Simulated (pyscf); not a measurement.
A first-order saddle from PySCF, ωB97X-D3(BJ)/def2-SVP:

```xyz
15

C      1.0782     0.1986    -0.2721
B     -0.6005     0.6858    -0.1318
C     -1.5921    -0.4849    -0.5311
C     -0.8447     1.6070     1.1351
H      0.9384    -0.4564     0.6017
H      1.8818     0.9024    -0.0030
H      1.3985    -0.4572    -1.0974
H     -1.2963    -1.0111    -1.4527
H     -2.6078    -0.0829    -0.6816
H     -1.6574    -1.2316     0.2789
H     -1.8312     2.0942     1.0623
H     -0.8504     1.0033     2.0589
H     -0.0851     2.3964     1.2522
F     -0.4731     1.7134    -1.4795
H      0.4228     1.1031    -1.1150
```
Charge 0, spin multiplicity 1.

Surface: singlet, charge 0. Lowest wavenumbers (cm⁻¹): 1126i, 134, 189, 190, 241.

Name the species on either side of this saddle.

H₃C–B(CH₃)–CH₃ + HF ⇌ CH₄ + H₃C–B(CH₃)–F, a four-centre exchange read from left to right: B–C, F–H broken and C–H, B–F formed. At ωB97M-D3(BJ)/def2-TZVP it lies +16.6 kcal/mol from the left side and +55.4 kcal/mol from the right (each side as separated species at their lowest minima found). One saddle was located; it need not be the lowest between these sides.
